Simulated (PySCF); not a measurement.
# How methods differ on the ionisation energy of B

B [He] 2s2 2p1 (2P) → B⁺ [He] 2s2 (1S), as a difference of total energies. Computed with PySCF 2.14 in x2c-TZVPPall, with the spin-free X2C one-electron Hamiltonian (Gaussian nucleus). Correlated levels: valence and next inner shell: nothing frozen. The calculations carry no spin-orbit coupling.

```json
{"method": "UHF", "ionisation energy (eV)": "8.038"}
{"method": "CCSD (valence and next inner shell)", "ionisation energy (eV)": "8.187"}
{"method": "CCSD(T) (valence and next inner shell)", "ionisation energy (eV)": "8.220"}
{"method": "CCSDT (valence and next inner shell)", "ionisation energy (eV)": "8.232"}
```

Q: Estimate what SCS-MP2 (valence and next inner shell) gives.

A: 8.233 eV, closest to CCSDT (valence and next inner shell) among the rows shown.

Q: Estimate what MP2 (valence and next inner shell) gives.

A: 8.267 eV, closest to CCSDT (valence and next inner shell) among the rows shown.

Errors of the correlated levels include the incompleteness of this basis.

For comparison: 8.297 eV (measured; NIST levels, between the centres of gravity of the two terms).
